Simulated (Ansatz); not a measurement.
# ClHSSi: a ladder of functionals and wavefunction methods

The task here is to estimate one member of a computed series from the others.

Method: functionals in def2-TZVPP, the program's frozen cores in correlated methods; program: Ansatz 0.2.0, Gaussian basis.

Plan: LDA (SPW92), PBE-D4, revPBE-D4, BLYP-D4, r2SCAN-D4, B97M-V, PBE0-D4, B3LYP-D4, r2SCANh-D4, r2SCAN0-D4, HSE06-D4, BHLYP-D4, CAM-B3LYP-D4, LC-ωPBE, ωB97X-V, ωB97M-V, B2PLYP, PBE-QIDH; CCSD(T)/def2-SVP; CCSD(T)/def2-TZVPP; CCSD(T)/def2-QZVPP; extrapolation to the limit; RPA on PBE.

**The relaxed structure**

An earlier PBE0-D4 in a triple-zeta def2 set relaxation fixed the geometry.

SMILES `S[Si]Cl`, 4 atoms, charge 0, spin multiplicity 1.

Atoms are counted from 1 here; the program's logs count them from 0.

Bond lengths: S1–Si2 2.135 Å, S1–H4 1.346 Å, Si2–Cl3 2.086 Å. Angles: Si2–S1–H4 92.8°, S1–Si2–Cl3 97.3°.

Set-up of the first run:

in.yaml reads:

```yaml
crystal:
  periodic: [false, false, false]
  atoms:
    - {symbol: S, position_ang: [-0.093079, 0.947972, -0.588683]}
    - {symbol: Si, position_ang: [-0.226972, -0.909902, 0.454071]}
    - {symbol: Cl, position_ang: [1.776849, -1.039735, 1.019063]}
    - {symbol: H, position_ang: [-1.401296, 0.941367, -0.904650]}
basis:
  gaussian: {orbitals: def2-TZVPP}
hamiltonian: {xc: lda}
output: {orbitals: {seedname: orbitals}}
```

Command:

```console
$ ansatz run in.yaml --threads 4 --pin off --events-out ev --progress --plain --max-ram 10444MiB
```

Steps of the session up to this table: LDA; PBE-D4 (GGA); revPBE-D4 (GGA); BLYP-D4 (GGA); r2SCAN-D4 (meta-GGA); B97M-V (meta-GGA); B3LYP-D4 (hybrid); r2SCANh-D4 (hybrid); r2SCAN0-D4 (hybrid); HSE06-D4 (hybrid); BHLYP-D4 (hybrid); CAM-B3LYP-D4 (range-separated); LC-ωPBE (range-separated); ωB97X-V (range-separated); ωB97M-V (range-separated); B2PLYP (double hybrid); PBE-QIDH (double hybrid).

One table of the session follows, with a row left open; its other results are not shown here.

It belongs to the step «Orbital energies across the functionals». 

```
  functional  HOMO (eV)  LUMO (eV)  gap (eV)
 LDA (SPW92)      -6.28      -3.40      2.88
      PBE-D4      -6.16      -3.23      2.93
   revPBE-D4      -6.12      -3.17      2.95
     BLYP-D4      -6.02      -3.06      2.96
   r2SCAN-D4      -6.38      -3.18      3.20
      B97M-V      -6.44      -3.09      3.35
     PBE0-D4      -7.24      -2.49      4.75
    B3LYP-D4      -7.04      -2.63      4.41
  r2SCANh-D4      -6.77      -2.89      3.89
  r2SCAN0-D4      -7.37      -2.45      4.91
    HSE06-D4      -6.84      -2.86      3.98
    BHLYP-D4          ?          ?         ?
CAM-B3LYP-D4      -8.48      -1.40      7.08
     LC-ωPBE      -9.77      -0.40      9.36
     ωB97X-V      -9.44      -0.44      9.00
     ωB97M-V      -9.25      -0.50      8.76
```

**Question.** Estimate the row for BHLYP-D4.

Worked estimate for «HOMO (eV)». Against the share of exact exchange, BLYP-D4 (0, -6.02), B3LYP-D4 (0.2, -7.04) give a slope of -5.10 per unit share; at 0.5 the line stands at -8.57.

As computed: HOMO (eV): -8.18; LUMO (eV): -1.58; gap (eV): 6.61. In «HOMO (eV)» the line misses by -0.39.
